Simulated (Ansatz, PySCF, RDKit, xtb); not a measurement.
# CH5OSi: a search for the lowest isomer

Task: start from the formula CH5OSi (odd number of electrons), draw up candidate structures, narrow them down in stages, and characterise the one that lies lowest at 298.15 K.

Plan: many cheap relaxations first (GFN2-xTB), then density-functional screening, relaxation at B3LYP/6-31G*, vibrations and a final energy. The numbers are computed, not measured.

6 further runs of the same task are left out: 6 set aside as unsound or not needed.

### 1 Candidates

All bonding patterns within simple valence rules are listed by program: one Lewis structure each, at most two rings and one unusual centre or charged pair. O–O, O–halogen and N–halogen bonds and N–N–N chains are not drawn. That gives 10 candidates.

| label | SMILES | spin |
| --- | --- | --- |
| c110 | [CH2][SiH2]O | doublet |
| c129 | C[SiH2][O] | doublet |
| c156 | C[SiH]O | doublet |
| c400 | [CH2]O[SiH3] | doublet |
| c586 | CO[SiH2] | doublet |
| c677 | OC[SiH2] | doublet |
| c715 | [CH2][SiH-][OH2+] | doublet |
| c789 | O[CH][SiH3] | doublet |
| c797 | [CH2][OH+][SiH2-] | doublet |
| c983 | [O]C[SiH3] | doublet |

Candidates are built by distance geometry, with a force field where one applies, in up to four conformers (letters a to d). 6 starts with atoms placed at random are added, to find patterns that the rules miss.

Q: Predict the outcome of this search (final energies at CCSD(T)/def2-SVP + MP2/def2-TZVPP - MP2/def2-SVP).

| quantity | value |
| --- | --- |
| lowest structure found | C[SiH]O, doublet, C1 |
| next finalist | [CH2][SiH2]O, doublet, 7.4 kcal/mol higher in G |
| share at equilibrium, among the finalists | 100.0 % |
| harmonic wavenumbers, lowest and highest (B3LYP/6-31G*) | 132 and 3798 cm⁻¹ |
| rotational constants, same geometry | 0.7132, 0.2245, 0.1815 cm⁻¹ |
| dipole moment (PBE0/def2-TZVPD) | 0.48 D |
| HOMO energy (highest over α and β) (PBE0/def2-TZVPD) | -5.66 eV |
| LUMO energy (lowest over α and β) (PBE0/def2-TZVPD) | -1.87 eV |
| lowest excitation (TD-PBE0/def2-SVPD) | 4.23 eV (f = 0.030) |
| strongest of the states computed, same level | 5.05 eV (f = 0.056) |
| vertical ionisation energy (to the singlet cation) | 7.95 eV |
| vertical electron affinity | 0.21 eV |
| vertical quartet less doublet | +6.94 eV |

The search ends on `C[SiH]O`. Among the finalists first place is clear (7.4 kcal/mol); structures outside the list aren't covered. HF/STO-3G, r2SCAN-D4/def2-SVP, B3LYP/6-31G*, HF/def2-SVP and MP2/def2-SVP already put its bonding pattern lowest among the structures in one piece; GFN2-xTB favours the doublet CO[SiH2]. The stability test raises a flag; for an open shell a flag towards a general spinor solution can be the free rotation of the spin. Lowest found is not proven lowest: the search is finite, and each finalist counts with one conformer. Patterns outside the rules of the enumeration were met only by chance.
